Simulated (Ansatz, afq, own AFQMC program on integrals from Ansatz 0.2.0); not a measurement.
CH4O, triplet in cc-pVTZ, levels against AFQMC with the constraint released

```yaml
atoms:
  - { symbol: C, position_ang: [-1.1672, 0.0000, 0.0000] }
  - { symbol: H, position_ang: [-1.5304, 1.0273, 0.0000] }
  - { symbol: H, position_ang: [-1.5304, -0.5137, 0.8897] }
  - { symbol: H, position_ang: [-1.5304, -0.5137, -0.8897] }
  - { symbol: H, position_ang: [-0.0052, 0.0000, 0.0000] }
  - { symbol: O, position_ang: [1.1658, 0.0000, 0.0000] }
```

Connectivity, by distances: CH3 ··· O, 1 bridging H.

Basis cc-pVTZ. Only valence electrons are correlated. Integrals, coupled cluster, full CI and functionals: Ansatz 0.2.0; the random walks run on the same integrals in our own AFQMC program. The CISD trial takes its coefficients from CCSD amplitudes. Released means that phaseless walkers are propagated on without the constraint, phases kept. ± is one standard error of the sampling.

Determinant: UHF, the one that the program's search chose, which needn't be the lowest solution. The geometry is a point of a scan.

No full CI on the walks' own integrals is used here. The released AFQMC energy serves as the reference, which it does only where one determinant dominates, the energy is flat over the last release times and near the phaseless one (40 meV or 2 meV an electron, half that with transition metals). On small molecules, where full CI could be run and the noise was under 10 meV, such values lay within 10 meV of it in 19 cases of 20, a flattering rate, since the rule was set on those same cases; what remains of the bias isn't in the error bar.

Cautions: lower spins were not checked; the released value is read at 1.62 1/Eh, later times being too noisy (meV from the phaseless value at times in 1/Eh: -7 ± 6 at 0.24, -7 ± 3 at 0.51, -11 ± 7 at 0.99, -18 ± 9 at 1.62, -17 ± 16 at 2.40).

```
T1 diagnostic                               : 0.0158
weight of the determinant in the CISD state : 0.882
⟨S²⟩ of the determinant                     : 2.033
size of the correlated space                : 14 electrons in 114 orbitals
```

Reference: AFQMC with the constraint released, correlation energy -11.372 ± 0.009 eV.

| level | E − E(reference) (kJ/mol) | share of correlation (%) |
| --- | --- | --- |
| HF | 1097.2 ± 0.9 | 0.00 |
| MP2 | 128.9 ± 0.9 | 88.25 |
| CCSD | 35.6 ± 0.9 | 96.75 |
| CCSD(T) | 3.4 ± 0.9 | 99.69 |
| ph-AFQMC/CISD | 1.8 ± 1.0 | 99.84 |

A walk keeps the symmetry of its determinant, which the program's search chose and which needn't be the lowest solution, so a lower state of the same spin and another symmetry isn't excluded. Released energies are given only where the last usable release times agree within the noise; a slower fall can still hide under it.
